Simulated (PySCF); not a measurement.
# C2H4ClF (SMILES FCCCl): levels of theory compared

Wanted: a comparison of 5 runs (PBE/6-311+G**, PBE0/6-311+G**, SVWN5/6-311+G**, TPSS/6-311+G**, revPBE/6-311+G**) of C2H4ClF. The job is set up through a Python script.

The calculation is run with PySCF 2.14.0.

## 1. The system as given

The species is C2H4ClF (8 atoms), meant as a singlet with charge 0. SMILES: `FCCCl`. The coordinates come from a PBE0-D4/def2-TZVP relaxation. This is one conformer, not always the lowest.

Bond lengths: F1–C2 1.375 Å, C2–C3 1.501 Å, C3–Cl4 1.778 Å, C2–H5 1.093 Å, C2–H6 1.096 Å, C3–H7 1.090 Å, C3–H8 1.091 Å. Some angles: F1–C2–C3 110.9°, C2–C3–Cl4 112.2°, F1–C2–H5 108.3°, F1–C2–H6 108.0°, C3–C2–H5 111.2°, C3–C2–H6 109.0°, C2–C3–H7 110.7°, C2–C3–H8 109.7°, Cl4–C3–H7 107.4°, Cl4–C3–H8 107.5°.

## 2. The energy at PBE/6-311+G(d,p) (run 1)

mol.xyz reads:

```xyz
8
C2H4ClF
F     -1.336980     0.498150     1.030500
C     -0.143560     0.671020     0.368890
C      0.300450    -0.609920    -0.275720
Cl    -0.759330    -1.087620    -1.620890
H     -0.273910     1.462220    -0.374180
H      0.609620     0.981160     1.102570
H      0.296790    -1.425630     0.446820
H      1.306920    -0.489380    -0.677980
```

job.py reads:

```python
from pyscf import gto, dft

mol = gto.Mole()
mol.atom = 'mol.xyz'
mol.basis = '6-311+g**'
mol.spin = 0
mol.verbose = 3
mol.charge = 0
mol.max_memory = 1860
mol.build()

mf = dft.RKS(mol, xc='pbe')
mf.grids.level = 5
mf.conv_tol = 1e-10
mf.kernel()
if not mf.converged:
    mf = mf.newton().run(mf.mo_coeff, mf.mo_occ)

energy = mf.e_tot
print(f'total energy: {energy:.8f} hartree')
```

Run with:

```bash
OMP_NUM_THREADS=1 python job.py
```

The log of the run:

```text
converged SCF energy = -638.330482519916
total energy: -638.33048252 hartree
```

It took 24 s on 1 thread of Arm Neoverse V2, shared host; peak memory 0.66 GiB.

## 3. A single-point energy at PBE0/6-311+G(d,p) (run 2)

calc.py reads:

```python
# FCCCl
from pyscf import gto, dft

mol = gto.M(
    atom=[
    ('F', (-1.336980, 0.498150, 1.030500)),
    ('C', (-0.143560, 0.671020, 0.368890)),
    ('C', (0.300450, -0.609920, -0.275720)),
    ('Cl', (-0.759330, -1.087620, -1.620890)),
    ('H', (-0.273910, 1.462220, -0.374180)),
    ('H', (0.609620, 0.981160, 1.102570)),
    ('H', (0.296790, -1.425630, 0.446820)),
    ('H', (1.306920, -0.489380, -0.677980)),
],
    charge=0,
    basis='6-311+g**',
    verbose=4,
    max_memory=1860,
)

myscf = dft.RKS(mol)
myscf.xc = 'pbe0'
myscf.grids.level = 5
myscf.conv_tol = 1e-10
myscf.kernel()
if not myscf.converged:
    myscf = myscf.newton().run(myscf.mo_coeff, myscf.mo_occ)

energy = myscf.e_tot
print('E = %.10f Eh' % energy)
```

Run with:

```bash
OMP_NUM_THREADS=1 python calc.py
```

The log of the run:

```text
PySCF version 2.14.0

[... 75 lines left out ...]
converged SCF energy = -638.378405465019
E = -638.3784054650 Eh
```

Run time: 23 s. Hardware: 1 thread of Arm Neoverse V2, shared host; peak memory 0.67 GiB.

Runs 3 to 4 aren't shown in full; the table further down has their settings and results.

## 4. A single-point energy at revPBE/6-311+G(d,p) (run 5)

run.py reads:

```python
from pyscf import gto, dft

mol = gto.M(
    atom=[
    ('F', (-1.336980, 0.498150, 1.030500)),
    ('C', (-0.143560, 0.671020, 0.368890)),
    ('C', (0.300450, -0.609920, -0.275720)),
    ('Cl', (-0.759330, -1.087620, -1.620890)),
    ('H', (-0.273910, 1.462220, -0.374180)),
    ('H', (0.609620, 0.981160, 1.102570)),
    ('H', (0.296790, -1.425630, 0.446820)),
    ('H', (1.306920, -0.489380, -0.677980)),
],
    charge=0,
    verbose=4,
    basis='6-311+g**',
    spin=0,
    max_memory=1860,
)

myscf = dft.RKS(mol)
myscf.xc = 'revpbe'
myscf.grids.level = 5
myscf.conv_tol = 1e-10
myscf.kernel()
if not myscf.converged:
    myscf = myscf.newton().run(myscf.mo_coeff, myscf.mo_occ)

e_tot = myscf.e_tot
print('Final energy', e_tot)
```

Run with:

```bash
OMP_NUM_THREADS=1 python run.py
```

The log of the run:

```text
PySCF version 2.14.0

[... 80 lines left out ...]
converged SCF energy = -638.579245996911
Final energy -638.5792459969109
```

Wall time 24 s (1 thread of Arm Neoverse V2, shared host); peak memory 0.66 GiB.

## 5. The series

```csv
run,level,energy (Eh),dipole moment (D),HOMO energy (eV),LUMO energy (eV),wall time
1,PBE/6-311+G**,-638.330483,2.78,-7.24,-0.66,24 s
2,PBE0/6-311+G**,-638.378405,2.91,-8.66,0.12,23 s
3,SVWN5/6-311+G**,-635.871493,2.84,-7.35,-0.82,16 s
4,TPSS/6-311+G**,-638.763914,2.84,-7.34,-0.46,56 s
5,revPBE/6-311+G**,-638.579246,2.76,-7.19,-0.62,24 s
```

## 6. Summary of results

```
            quantity          value
 run 5: total energy  -638.57925 Eh
run 5: dipole moment         2.76 D
  run 5: HOMO energy       -7.19 eV
  run 5: LUMO energy       -0.62 eV
run 5: HOMO–LUMO gap        6.57 eV
```

The dipole moment (its size) runs from 2.76 D (revPBE/6-311+G**) to 2.91 D (PBE0/6-311+G**). The HOMO–LUMO gap runs from 6.53 eV (SVWN5/6-311+G**) to 8.79 eV (PBE0/6-311+G**). Totals of different functionals can't be ranked against each other. All runs together took 2.4 min, the longest 56 s.
